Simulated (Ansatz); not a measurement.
# C3H4FN: basis-set convergence

Aim: see how fast density functionals converge with the basis set for C3H4FN.

Computed with Ansatz 0.2.0, Gaussian basis. Level: one geometry, several basis sets.

Plan: PBE0-D4/def2-SVP; ωB97M-V/def2-SVP; PBE0-D4/def2-QZVPP; ωB97M-V/def2-QZVPP; the functionals' def2-TZVPP values are taken from earlier runs.

## (1) The geometry

The geometry comes from an earlier relaxation with PBE0-D4/def2-TZVP; it is a stationary point, not always the lowest conformer.

SMILES `FC1=CCN1`, 9 atoms, charge 0, spin multiplicity 1.

Atoms are counted from 1 here; the program's logs count them from 0.

Bond lengths: F1–C2 1.313 Å, C2–C3 1.333 Å, C2–N5 1.396 Å, C3–C4 1.512 Å, C3–H6 1.076 Å, C4–N5 1.502 Å, C4–H7 1.092 Å, C4–H8 1.092 Å, N5–H9 1.016 Å. Angles: F1–C2–C3 136.4°, F1–C2–N5 123.2°, C3–C2–N5 100.2°, C2–C3–C4 86.7°, C2–C3–H6 137.0°, C4–C3–H6 135.5°, C3–C4–N5 88.0°, C3–C4–H7 115.8°, C3–C4–H8 116.7°, N5–C4–H7 112.4°, N5–C4–H8 111.4°, H7–C4–H8 110.6°, C2–N5–C4 84.8°, C2–N5–H9 116.6°, C4–N5–H9 115.7°.

Geometry (Å):

```mol
C3H4FN
  3D, bonds by distance, orders not assigned

  9  9  0  0  0  0  0  0  0  0999 V2000
    1.0741    1.3404    1.5833 F   0  0
    0.5348    0.5900    0.6503 C   0  0
    0.9751   -0.2227   -0.3101 C   0  0
   -0.4780   -0.4581   -0.6549 C   0  0
   -0.8378    0.5517    0.3976 N   0  0
    1.9204   -0.4695   -0.7602 H   0  0
   -0.8657   -1.4535   -0.4277 H   0  0
   -0.8051   -0.1358   -1.6451 H   0  0
   -1.4291    0.2111    1.1499 H   0  0
  1  2  8  0
  2  3  8  0
  3  4  8  0
  4  5  8  0
  3  6  8  0
  4  7  8  0
  4  8  8  0
  5  9  8  0
  2  5  8  0
M  END
```

## (2) PBE0-D4 in def2-SVP

Contents of in.yaml:

```yaml
crystal:
  periodic: [false, false, false]
  atoms:
    - {symbol: F, position_ang: [1.074144, 1.340369, 1.583277]}
    - {symbol: C, position_ang: [0.534787, 0.590024, 0.650269]}
    - {symbol: C, position_ang: [0.975088, -0.222702, -0.310138]}
    - {symbol: C, position_ang: [-0.478032, -0.458051, -0.654863]}
    - {symbol: N, position_ang: [-0.837821, 0.551724, 0.397609]}
    - {symbol: H, position_ang: [1.920401, -0.469545, -0.760237]}
    - {symbol: H, position_ang: [-0.865730, -1.453508, -0.427651]}
    - {symbol: H, position_ang: [-0.805149, -0.135829, -1.645116]}
    - {symbol: H, position_ang: [-1.429090, 0.211117, 1.149851]}
basis:
  gaussian: {orbitals: def2-SVP}
hamiltonian: {xc: pbe0, dispersion: d4}
output: {orbitals: {seedname: orbitals}}
```

On the command line:

```sh
ansatz run in.yaml --threads 2 --pin off --events-out ev --progress --plain --max-ram 4352MiB
```

Further steps of the session: ωB97M-V in def2-SVP; PBE0-D4 in def2-QZVPP; ωB97M-V in def2-QZVPP.

Q: Predict the results of all the runs planned. Wanted: PBE0-D4: double and triple zeta above quadruple; ωB97M-V: double and triple zeta above quadruple.

The runs gave:

| quantity | value |
| --- | --- |
| PBE0-D4: double and triple zeta above quadruple | 8.88, 0.40 eV |
| ωB97M-V: double and triple zeta above quadruple | 9.13, 0.37 eV |

PBE0-D4 gains 8.48 eV from double to triple zeta, then 0.40 eV more. These are total energies; as a rule much of such shifts cancels in differences, which this series doesn't test. The LUMO of ωB97M-V is positive and keeps falling with the basis (3.45 to 1.78 eV): an unbound level that the basis holds in place.
